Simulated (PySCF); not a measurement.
This PySCF input (HF/aug-pcseg-2) gives -151.78303 Eh with 184 basis functions.

```python
import numpy as np, basis_set_exchange as bse
from pyscf import gto, scf, dft, df

basis = {'C': gto.basis.parse(bse.get_basis('aug-pcseg-2', elements=['C'], fmt='nwchem')), 'H': gto.basis.parse(bse.get_basis('aug-pcseg-2', elements=['H'], fmt='nwchem')), 'O': gto.basis.parse(bse.get_basis('aug-pcseg-2', elements=['O'], fmt='nwchem'))}
mol = gto.M(
    atom='''
    C     0.00913574    0.00173503   -1.20562697
    C    -0.00077797   -0.00014775    0.10266711
    H     0.02818759    0.94008178   -1.73766571
    H    -0.00183081   -0.93507619   -1.74059173
    O    -0.00956292   -0.00181616    1.26200208
    ''',
    basis=basis,
    charge=0,
    verbose=4,
    max_memory=8640,
)
mf = scf.RHF(mol)
mf = mf.density_fit(auxbasis=df.autoaux(mol))
mf.conv_tol = 1e-9
mf.max_cycle = 100
scf.hf.overlap_zero_eigenvalue_threshold = 1e-4
print('smallest overlap eigenvalue', np.linalg.eigvalsh(mol.intor('int1e_ovlp'))[0])
mf.kernel()
dip = mf.dip_moment()
```

Change:
```diff
- basis = {'C': gto.basis.parse(bse.get_basis('aug-pcseg-2', elements=['C'], fmt='nwchem')), 'H': gto.basis.parse(bse.get_basis('aug-pcseg-2', elements=['H'], fmt='nwchem')), 'O': gto.basis.parse(bse.get_basis('aug-pcseg-2', elements=['O'], fmt='nwchem'))}
+ basis = {'C': gto.basis.parse(bse.get_basis('6-311++G(2d,2p)', elements=['C'], fmt='nwchem')), 'H': gto.basis.parse(bse.get_basis('6-311++G(2d,2p)', elements=['H'], fmt='nwchem')), 'O': gto.basis.parse(bse.get_basis('6-311++G(2d,2p)', elements=['O'], fmt='nwchem'))}
```

### Question
What does the run give now?

### Answer
-151.77535 Eh (HF/6-311++G(2d,2p), 101 functions), a change of +7.68 mEh.
